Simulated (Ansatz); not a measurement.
# How far each method lies from full CI for HBC, triplet

Geometry: a PBE0/def2-TZVP stationary point for this spin, not checked as a minimum.

```
atom   x (Å)   y (Å)    z (Å)
   B  0.0000  0.0000   0.0901
   C  0.0000  0.0000  -1.3588
   H  0.0000  0.0000   1.2688
```

Basis 6-31G; Ansatz 0.2.0. Correlated methods freeze the noble-gas cores, which leaves 8 electrons in 18 orbitals. Prefix R: restricted or restricted open-shell reference; prefix U: unrestricted. Active spaces: valence = (8e, 9o) chosen from the atoms' valence shells; pair = (4e, 4o) about the gap.

Full CI is exact within this basis and frozen core; it isn't the basis-set limit. The frozen core follows each run's orbitals, which can shift R against U totals by a few meV.

Unrestricted rows (U) aren't spin-pure: their determinants' ⟨S²⟩ exceeds S(S+1) by up to 0.41, so they mix in states of higher spin. HF rows are the lowest solutions found. Coupled cluster chose its determinant by trial CCSD, here up to 0.36 eV above the lowest Hartree–Fock solution of its kind, and MP2 stands on that determinant too.

* UHF ⟨S²⟩: 2.409
* T1 diagnostic (RCCSD): 0.0394
* largest doubles amplitude (RCCSD): 0.153
* T1 diagnostic (UCCSD): 0.0737

```
   level  E − E(determinant under the R cluster runs) (eV)
     UHF                                           -0.5014
    RMP2                                           -2.9525
    UMP2                                           -2.6899
   RCCSD                                           -3.6698
   UCCSD                                           -3.6807
RCCSD(T)                                           -3.7885
UCCSD(T)                                           -3.7806
```

Question: Estimate how far full CI in 6-31G lies from RCCSD(T). The table doesn't fix it; the size of (T) and the diagnostics are the guide.

Answer: Full CI in 6-31G lies 40 meV below RCCSD(T), which is 34 % of the (T) step (-119 meV). T1 is raised, a doubles amplitude is large, and the rest is a large part of (T).

The other levels:

```
                   level  E − E(full CI) (meV)  share of correlation (%)  wall time
                    RHF†                  3474                         –          –
                 BCCD(T)                    44                     98.84        1 s
                  RCCSDT                    12                     99.69          –
                  UCCSDT                    10                     99.74          –
               RCCSDT(Q)                     2                     99.95      3.7 s
               UCCSDT(Q)                     0                     99.99      3.6 s
                 RCCSDTQ                     1                     99.97       27 s
                 UCCSDTQ                     1                     99.98       28 s
     CASSCF (pair space)                  2819                     26.36          –
     NEVPT2 (pair space)                   705                     81.58      0.6 s
     MRCISD (pair space)                   233                     93.92          –
   MRCISD+Q (pair space)                    55                     98.56      1.4 s
  CASSCF (valence space)                   964                     74.82          –
  NEVPT2 (valence space)                   279                     92.70      2.7 s
  MRCISD (valence space)                    28                     99.27          –
MRCISD+Q (valence space)                     9                     99.75        4 s
```

A dagger marks rows that describe another state than the reference (another or a broken symmetry, a higher spin or other natural occupations), so the difference isn't the method's error.

The correlation energy at full CI, counted from the determinant under the R cluster runs, is -3.829 eV. That run took 30 s on 1 thread of Arm Neoverse V1, shared host over 2,340,800 determinants.

Run but not shown, since their state, orbitals or frozen core can't be matched to the reference's or they repeat it: CISD, CISDTQ.

Times hold each run's SCF and search for its determinant on a shared host, so for small cases they say little of a method's own cost; they ran on 1 thread of Arm Neoverse V1.

The full-CI state has the irrep B1 of C2v, in the program's axes (one component, if the state is degenerate).

Natural occupations of full CI about the gap: 1.968 1.963 1.869 0.999 0.975 0.121 0.032 0.030 0.014 0.007; effectively unpaired electrons, Σ n²(2−n)², 2.13.
